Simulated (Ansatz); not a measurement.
# CH4FNO: the cost of one run

Computed with Ansatz 0.2.0, driven from Python. Level of theory: B3LYP+D4/def2-SVP.

### 1 The system

Bond lengths: N1–C2 1.421 Å, C2–O3 1.363 Å, C2–F4 1.311 Å, N1–H5 1.078 Å, N1–H6 1.049 Å, C2–H7 1.076 Å, O3–H8 1.001 Å. Angles: N1–C2–O3 106.2°, N1–C2–F4 105.7°, N1–C2–H7 115.6°, O3–C2–F4 104.7°, O3–C2–H7 109.8°, F4–C2–H7 114.0°, C2–N1–H5 105.3°, C2–N1–H6 107.3°, H5–N1–H6 102.1°, C2–O3–H8 103.8°.

No structure file is read: the coordinates are typed or built in the script.

### 2 The script

Input file opt_ch4fno.py:

```python
"""Geometry optimisation of CH4FNO."""

import itertools

import ansatz
from ase import Atoms
from ase.data import atomic_numbers, covalent_radii
import numpy as np

BASIS_SET = "def2-SVP"
FUNCTIONAL = "B3LYP"
DISPERSION = "d4"

atoms = Atoms(["N", "C", "O", "F", "H", "H", "H", "H"], positions=[
    (0.3199, 0.5291, -0.7537),
    (-0.3505, -0.1905, 0.2715),
    (0.6143, -0.5969, 1.1441),
    (-0.7767, -1.2958, -0.2909),
    (-0.4509, 0.8159, -1.4501),
    (0.6054, 1.4538, -0.3501),
    (-1.114, 0.3544, 0.799),
    (1.2447, -1.127, 0.5745),
])
ch4fno = ansatz.Crystal.molecule_from_ase(atoms)

calc = ch4fno.calculation().basis(gaussian=BASIS_SET).functional(FUNCTIONAL, dispersion=DISPERSION)
symbols = [site.symbol for site in ch4fno.cartesian_sites]
start = np.array([site.position_ang for site in ch4fno.cartesian_sites], dtype=float)
rep = calc.relax(force_tolerance=0.02, max_steps=100).run(threads=1).report
end = np.array(rep["positions_ang"])

print(f"E = {rep['free_energy_ev']:.6f} eV = {rep['free_energy_ev'] / 27.211386246:.7f} Ha")
print("converged:", rep["converged"], " doubts:", rep["published_state_doubts"] or "none")

# pairs closer than 1.2 times the sum of covalent radii, before or after
radius = [covalent_radii[atomic_numbers[s]] for s in symbols]
span = lambda where, i, j: np.linalg.norm(where[i] - where[j])
bonded = [(i, j) for i, j in itertools.combinations(range(len(symbols)), 2) if min(span(start, i, j), span(end, i, j)) < 1.2 * (radius[i] + radius[j])]
print("pair        before    after (A)")
for i, j in bonded:
    print(f"{symbols[i]}{i}-{symbols[j]}{j}".ljust(10), f"{span(start, i, j):8.4f} {span(end, i, j):8.4f}")
for first, second in list(itertools.combinations(bonded, 2)):
    shared = set(first) & set(second)
    if shared and symbols[(j := shared.pop())] != "H":
        i, k = sorted((set(first) | set(second)) - {j})
        u, v = end[i] - end[j], end[k] - end[j]
        angle = np.degrees(np.arccos(np.clip(u @ v / np.linalg.norm(u) / np.linalg.norm(v), -1, 1)))
        print(f"final angle {symbols[i]}{i}-{symbols[j]}{j}-{symbols[k]}{k}: {angle:.2f} deg")

charges = rep["charge_distribution"]
print("dipole moment", round(4.803205 * float(np.linalg.norm(charges["dipole_moment_e_ang"])), 3), "D")
print("Mulliken:", [(s, round(q, 3)) for s, q in zip(symbols, charges["mulliken_charges_e"])])
with open("ch4fno_opt.xyz", "w") as handle:
    handle.write(f"{len(symbols)}\nrelaxed CH4FNO\n")
    handle.writelines(f"{s:2s} {x:11.6f} {y:11.6f} {z:11.6f}\n" for s, (x, y, z) in zip(symbols, end))
```

### 3 The calls as engine input

The package turns the script's settings into the engine's input:

```yaml
crystal:
  periodic: [false, false, false]
  atoms:
    - { symbol: "N", position_ang: [0.3199, 0.5291, -0.7537] }
    - { symbol: C, position_ang: [-0.3505, -0.1905, 0.2715] }
    - { symbol: O, position_ang: [0.6143, -0.5969, 1.1441] }
    - { symbol: F, position_ang: [-0.7767, -1.2958, -0.2909] }
    - { symbol: H, position_ang: [-0.4509, 0.8159, -1.4501] }
    - { symbol: H, position_ang: [0.6054, 1.4538, -0.3501] }
    - { symbol: H, position_ang: [-1.114, 0.3544, 0.799] }
    - { symbol: H, position_ang: [1.2447, -1.127, 0.5745] }
basis:
  gaussian:
    orbitals: def2-SVP
hamiltonian:
  xc: b3lyp
  dispersion: d4
relax:
  f_tol: 0.02
  max_steps: 100
```

### 4 Running it

The run is started by

```
python opt_ch4fno.py
```

**Question.** How long does this script take on 1 thread of Intel Xeon 6975P-C (Granite Rapids), shared host, and how much memory does it need?

About 19 s, with a peak of 0.22 GiB.
